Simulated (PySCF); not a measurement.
Molecule: `C=C(F)/C=N\C`, C₄H₆FN.

Mapped SMILES: `[CH2:1]=[C:2]([F:3])/[CH:4]=[N:5]\[CH3:6]`. Hydrogens are named by the atom that carries them. Ha(C1) is cis to F3; Hb(C1) is trans to F3.

Geometry PBE0-D3(BJ)/def2-SVP throughout; GIAO in PySCF 2.14.0 with density-fitted response routines, gas phase, one conformer, non-relativistic; equivalent atoms averaged; functional PBE0.

For orientation, def2-SVP gives these absolute shieldings σ: C2 38.5, C4 42.0, C1 93.6, C6 152.9, F3 289.6, N5 -114.7, H(C4) 23.57, Hb(C1) 26.57, Ha(C1) 26.33 ppm.

A run gave: C2 44.7, C4 46.1, C1 95.4, C6 153.2, F3 289.4, N5 -93.7, H(C4) 24.04, Hb(C1) 27.23, Ha(C1) 27.03 ppm (absolute shieldings σ).

Which basis set was used in that run?
A. STO-3G
B. 6-31G
C. 6-31G*
D. cc-pVDZ
E. cc-pVTZ

Answers

C. N5 tells them apart best: 6-31G* gives -93.7, 6-31G gives -121.0, cc-pVTZ gives -131.0, cc-pVDZ gives -106.8, STO-3G gives -11.5 ppm.
